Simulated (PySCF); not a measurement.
NMR data simulated for an unnamed compound:

¹H NMR (400 MHz, computed): δ 7.66 (ddd, J = 9.5, 8.5, 5.1 Hz, 2H), 7.39 (t, J = 8.5 Hz, 1H), 7.37 (dd, J = 9.5, 9.1 Hz, 2H).

¹³C{¹H} NMR (computed): δ 173.1 (C, d, J = 311.2 Hz), 135.7 (CH, d, J = 5.1 Hz), 128.9 (CH), 121.4 (CH, d, J = 17.5 Hz).

[PySCF 2.14.0 with density-fitted response routines: B3LYP/pcJ-1 coupling constants (spin–dipole term only in couplings to heteroatoms); coordinates at the GFN2-xTB level; NMR shieldings at PBE0/pcSseg-1/GIAO; no solvent model; non-relativistic Hamiltonian; equivalent nuclei averaged; a single conformation]

Chemical shifts δ = σref − σ; ¹H (31.72 ppm), ¹³C (186.93 ppm) vs TMS, all at this level.

Problem. Which of these does the molecule contain: a CF3 group, an OH group, a ketone, a benzene ring?

Solution. 
- A CF3 group: no.
- An OH group: no.
- A ketone: no.
- A benzene ring: yes.

The data belong to SMILES Fc1ccccc1, C₆H₅F; they needn't prove each group on their own.

Carbon signals by region: 1 in the far downfield region (above 160 ppm), 3 in the sp2 and nitrile region (100–160 ppm). Above 160 ppm: 173.1, aromatic carbon bearing fluorine.

C–F couplings over four or more bonds (about 3 Hz to the para carbon of a fluoroarene) are left out. Common functionals overestimate the size of one-bond C–F couplings by tens of Hz; these are unscaled. Splittings below 1 Hz are ignored in the labels, and close J values are merged. Couplings among chemically equivalent protons are left out too, so labels in AA′BB′ or AA′XX′ sets are apparent multiplicities. Unscaled 3J(H,H) at this level run about 10 % above measured values. Shifts are as computed. Against solution values, carbons near 30 ppm lie about +3 ppm off and those near 130 ppm about +5 ppm. Of 1211 compounds with measured shifts, 218 miss one by over three times the rms of a fit or turn the order of signals round; such compounds aren't used in these exercises.
